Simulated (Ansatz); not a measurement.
Reaction: C3H5Cl (2-chloroprop-1-ene, SMILES ClC(C)=C) → C3H5 (SMILES C=[C]C, doublet) + Cl (doublet) (the C-Cl bond breaks)
Each species at its own B3LYP-D3(BJ)/def2-TZVP minimum (Ansatz, a quantum-chemistry and plane-wave program).

Property: bond dissociation energy (electronic), in kcal/mol. Open shells are spin-unrestricted; no spin-orbit coupling. CBS(X,Y): correlation extrapolated as X^-3, Hartree-Fock from the larger set. A bracket is a step between two methods taken in the basis named. Functionals run without relativity, which enters their misses. Double hybrids freeze cores in their MP2 part. '+ core + X2C': CCSD(T) terms for core correlation (cc-pwCVTZ, 1s frozen past Ne) and scalar relativity (cc-pVTZ-DK). The UHF reference of C3H5 (C=[C]C, doublet) is spin-contaminated (<S^2> up to 0.16 over the pure value in the sets run).

CCSD(T)/CBS(cc-pV(T+d)Z,cc-pV(Q+d)Z) + [CCSDT(Q) - CCSD(T)]/cc-pV(D+d)Z + core + X2C (Ansatz) gives 97.4 kcal/mol.

Q: How far off this value is PBE/def2-TZVPD (Ansatz), in which direction, and how far these levels: B3LYP/def2-TZVPD, wB97M-V/def2-TZVPD, B2PLYP/def2-TZVPD, CCSD(T)/CBS(cc-pV(T+d)Z,cc-pV(Q+d)Z) + core + X2C?

A: PBE gives 96.3 kcal/mol, 1.1 kcal/mol below it. Differences of the others: B3LYP/def2-TZVPD (Ansatz) -8.2; wB97M-V/def2-TZVPD (Ansatz) 0.1; B2PLYP/def2-TZVPD (Ansatz) -4.6; CCSD(T)/CBS(cc-pV(T+d)Z,cc-pV(Q+d)Z) + core + X2C (Ansatz) 0.2 kcal/mol.
